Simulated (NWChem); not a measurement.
# Total energies of phosphine (H₃P)

```xyz
4

P     -0.1302    -0.0034     0.0000
H      0.6666    -0.5810     1.0357
H      0.6666    -0.5810    -1.0357
H      0.6204     1.2123     0.0000
```
Charge 0, spin multiplicity 1.

All runs are NWChem calculations. Structure: optimised with PBE0/def2-SVP, a minimum by its harmonic frequencies.

Basis set: 3-21G (19 functions).

```json
[
 {"method": "RHF", "total energy (Ha)": "-340.70373"},
 {"method": "MP2", "total energy (Ha)": "-340.77002"},
 {"method": "B2PLYP", "total energy (Ha)": "-341.20641"},
 {"method": "PBE", "total energy (Ha)": "-341.20010"},
 {"method": "B3LYP", "total energy (Ha)": "-341.39380"},
 {"method": "BLYP", "total energy (Ha)": "-341.35714"},
 {"method": "CCSD(T)", "total energy (Ha)": "-340.79232"}
]
```

Total energies of different functionals aren't comparable as a measure of quality: only differences taken within one method are. 

The correlated methods keep 5 core orbitals frozen. B3LYP has NWChem's definition, with VWN1-RPA local correlation. No row is a measurement; the coupled-cluster row has its own basis-set and correlation limits.
